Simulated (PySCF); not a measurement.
First SCF of a structure search on doublet SiF₂⁺, at a hand-made bent geometry. PySCF input:

```python
from pyscf import gto, scf, dft
mol = gto.M(atom='''
Si     0.000000     0.000000     0.000000
F      1.445000     0.000000     1.011800
F     -1.445000     0.000000     1.011800''',
    basis={'Si': 'def2-TZVP', 'F': 'def2-TZVP'},
    charge=1, spin=1)
mf = dft.UKS(mol, xc='PBE0')
mf.grids.atom_grid = (50, 194)
aux = {'Si': 'def2-universal-JKFIT', 'F': 'def2-universal-JKFIT'}
mf = mf.density_fit(auxbasis=aux)
mf.conv_tol = 1e-08
mf.diis_space = 10
mf.max_cycle = 60
mf.init_guess = 'minao'
mf.verbose = 4
mf.kernel()
```

Excerpt of the output (cycles alone):

```
init E= -488.87606969765
cycle= 1 E= -488.440476355923  delta_E= 0.436  |g|= 0.596  |ddm|= 1.16
cycle= 2 E= -487.465299790038  delta_E= 0.975  |g|= 1.76  |ddm|= 1.47
cycle= 3 E= -488.61177610984  delta_E= -1.15  |g|= 0.0639  |ddm|=  0.9
cycle= 4 E= -488.613221845053  delta_E= -0.00145  |g|= 0.0293  |ddm|= 0.0636
cycle= 5 E= -488.61354648014  delta_E= -0.000325  |g|= 0.005  |ddm|= 0.0168
cycle= 6 E= -488.61357709258  delta_E= -3.06e-05  |g|= 0.00192  |ddm|= 0.00856
cycle= 7 E= -488.613580659239  delta_E= -3.57e-06  |g|= 0.000443  |ddm|= 0.00305
cycle= 8 E= -488.613581033994  delta_E= -3.75e-07  |g|= 0.000231  |ddm|= 0.00118
cycle= 9 E= -488.613581074191  delta_E= -4.02e-08  |g|= 4.42e-05  |ddm|= 0.000296
cycle= 10 E= -488.613581076286  delta_E= -2.1e-09  |g|= 7.51e-06  |ddm|= 7.55e-05
Extra cycle  E= -488.613581076407  delta_E= -1.2e-10  |g|= 4.07e-06  |ddm|= 1.62e-05
converged SCF energy = -488.613581076407  <S^2> = 0.75678218  2S+1 = 2.0067707
```

No lower solution of this spin was found by a stability analysis within the unrestricted form.

The search for the lowest solution, with the stability check, took 3.2 s on 4 threads of a shared Arm Neoverse V2 host, with 99 basis functions; the process peaked at 0.32 GiB. Launch command: `OMP_NUM_THREADS=4 python axn.py task.json out`.
